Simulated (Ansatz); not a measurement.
**OH⁺, triplet: reading a ladder of total energies**

Geometry: that of the OH, doublet, kept fixed.

```json
{"atom": "O", "x (Å)": "0.0000", "y (Å)": "0.0000", "z (Å)": "0.0000"}
{"atom": "H", "x (Å)": "0.0000", "y (Å)": "0.0000", "z (Å)": "0.9731"}
```

Basis cc-pVTZ; Ansatz 0.2.0. Only valence electrons are correlated (noble-gas cores frozen), which leaves 6 electrons in 43 orbitals. R marks a restricted (for open shells ROHF) determinant, U an unrestricted one.

Full CI is exact within this basis and frozen core; it isn't the basis-set limit. The frozen core follows each run's orbitals, which can shift R against U totals by a few meV.

Runs differ by some tens of microhartree through their thresholds and, for an open shell, their frozen cores, so steps under 0.1 kcal/mol mean nothing.

```csv
level,total energy (hartree)
UHF,-75.003095
UMP2,-75.146065
UCCSD,-75.163956
UCCSD(T),-75.166913
UCCSDT,-75.167232
UCCSDT(Q),-75.167288
UCCSDTQ,-75.167288
full CI,-75.167131
```

**Question.** What is the correlation energy at full CI, and what share of it do UMP2 and UCCSD recover?

**Answer.** E(corr) = -75.167131 − (-75.003095) = -0.164036 hartree = -4.464 eV. UMP2: -0.142970 / -0.164036 = 87.16 %. UCCSD: -0.160861 / -0.164036 = 98.06 %.

**Question.** By how many kcal/mol does UCCSD(T) miss full CI (1 hartree = 627.509 kcal/mol), and which steps make up the rest?

**Answer.** -75.166913 − (-75.167131) = 0.000218 hartree = 0.14 kcal/mol. Steps: UCCSDT − UCCSD(T) = -0.20, UCCSDT(Q) − UCCSDT = -0.04, UCCSDTQ − UCCSDT(Q) = 0.00, full CI − UCCSDTQ = 0.10 kcal/mol. That is within 1 kcal/mol of the reference in this basis, which itself misses far more of the correlation at the basis-set limit.
